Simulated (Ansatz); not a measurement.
Input for Ansatz (development build ahead of 0.2.0):

```yaml
crystal:
  periodic: [false, false, false]
  atoms:
    - { symbol: S, position_ang: [0.0, 0.0, 1.09415] }
    - { symbol: C, position_ang: [0.0, 1.13625, -0.00282] }
    - { symbol: C, position_ang: [0.0, -1.13625, -0.00282] }
    - { symbol: C, position_ang: [0.0, 0.65505, -1.16799] }
    - { symbol: C, position_ang: [0.0, -0.65505, -1.16799] }
    - { symbol: H, position_ang: [0.0, 2.10068, 0.26969] }
    - { symbol: H, position_ang: [0.0, -2.10068, 0.26969] }
    - { symbol: H, position_ang: [0.0, 1.2195, -1.998] }
    - { symbol: H, position_ang: [0.0, -1.2195, -1.998] }
basis:
  gaussian: { orbitals: cc-pVDZ }
hamiltonian:
  xc: hf
```

The input is written out in the form of the current development build from the run's settings.

Output:

```yaml
Converged: yes
Total_energy: -551.23041 hartree
Spin_squared_of_the_determinant: 0.000
```

Caution: no unrestricted run beside it, a lower state can exist.
